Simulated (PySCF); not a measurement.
# Si(SH)2H2: 4 charge schemes on one density

Si(SH)2H2.
Structure used (PBE0-D3(BJ)/def2-SVP), in Å, numbered top down from 1:
```xyz
7
H4S2Si angstrom
Si    -0.5123    0.0123   -0.3600
S     -0.5846   -0.0273    1.7816
H      0.1771    1.0786    1.9354
S      1.4810    0.0090   -1.1449
H      1.8466   -1.1290   -0.5141
H     -1.1122    1.2466   -0.9391
H     -1.2955   -1.1901   -0.7590
```

Density: PBE0/pcSseg-1 (PySCF); schemes: Mulliken, IAO, Hirshfeld and ESP-fitted. One conformer (not necessarily the lowest) at the PBE0-D3(BJ)/def2-SVP geometry, without solvent, vibrations or thermal averaging.

Q: Atoms with like bonding are taken together and averaged. Which atoms carry the highest charge in the Mulliken, IAO, Hirshfeld and ESP-fitted schemes?

A: All schemes agree: Mulliken Si1 (+0.463); IAO Si1 (+0.601); Hirshfeld Si1 (+0.283); ESP-fitted Si1 (+0.208).

Q: Do the Mulliken, IAO, Hirshfeld and ESP-fitted schemes agree on where the charge is lowest?

A: All schemes agree: Mulliken S2/S4 (-0.355); IAO S2/S4 (-0.304); Hirshfeld S2/S4 (-0.134); ESP-fitted S2/S4 (-0.317).

Q: What partial charge does each atom carry?

A: In e; atoms taken as equivalent share a row and are averaged (×n: the atom named and its like, n in all):

| atom | environment | Mulliken | IAO | Hirshfeld | ESP-fitted |
| --- | --- | --- | --- | --- | --- |
| Si1 | silicon bonded to 2 S and 2 H | +0.463 | +0.601 | +0.283 | +0.208 |
| S2/S4 | sulfur bonded to Si and H | -0.355 | -0.304 | -0.134 | -0.317 |
| H3/H5 | hydrogen on S2 | +0.165 | +0.110 | +0.062 | +0.206 |
| H6/H7 | hydrogen on Si1 | -0.041 | -0.107 | -0.069 | +0.007 |

Mean size of the charges over all atoms: IAO 0.235 e, Mulliken 0.227 e, ESP-fitted 0.181 e, Hirshfeld 0.116 e. Each set sums to the total charge, 0, to within 0.001 e. The IAO scheme counts the electrons in orthogonalised intrinsic atomic orbitals, a minimal basis polarised so that it spans the occupied orbitals exactly.

Q: Sum the charges by element, for elements with more than one atom.

A: 
```csv
element,atoms,Mulliken,IAO,Hirshfeld,ESP-fitted
S,2,-0.711,-0.608,-0.268,-0.633
H,4,+0.248,+0.007,-0.015,+0.426
```

Q: How many electrons does the IAO scheme count on S4?

A: Its own charge is -0.304 e, so Z − q = 16.304.
